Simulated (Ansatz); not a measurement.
C₃H₈FN, SMILES `CCC(N)F`, relaxed with RKS PBE0-D4/def2-TZVP in the Gaussian-basis code of Ansatz from a PBE-D4/def2-SVP geometry. The force threshold is 0.005 eV/Å; the program also tests the step.

The species carries charge 0 and has multiplicity 1.

Start:

```xyz
13

C    -1.214    1.123   -0.617
C     0.164    0.663   -0.147
C     0.170   -0.744    0.438
N     1.463   -1.143    0.854
F    -0.384   -1.618   -0.548
H    -1.169    2.133   -1.070
H    -1.621    0.420   -1.370
H    -1.934    1.166    0.227
H     0.576    1.349    0.622
H     0.882    0.676   -0.998
H    -0.526   -0.816    1.306
H     1.463   -2.097    1.231
H     2.130   -1.113    0.072
```

Q: How much energy does the relaxation release, and in how many steps? (Estimate.)

A: Computed: 4.96 kJ/mol, in 6 steps.

Q: Which bonds change most? (Best estimate.)

A: Ansatz gave: C3–H11 from 1.114 to 1.095 Å; C2–H10 from 1.113 to 1.096 Å; C2–H9 from 1.110 to 1.093 Å; C1–H8 from 1.110 to 1.094 Å.

Q: Give the relaxed structure. (An estimate is asked.)

A: Ansatz gave: 
```xyz
13

C    -1.207    1.116   -0.608
C     0.167    0.652   -0.162
C     0.164   -0.738    0.430
N     1.448   -1.137    0.850
F    -0.368   -1.620   -0.542
H    -1.161    2.123   -1.028
H    -1.618    0.449   -1.367
H    -1.907    1.139    0.232
H     0.579    1.328    0.592
H     0.863    0.656   -1.009
H    -0.529   -0.808    1.276
H     1.449   -2.070    1.239
H     2.121   -1.090    0.096
```
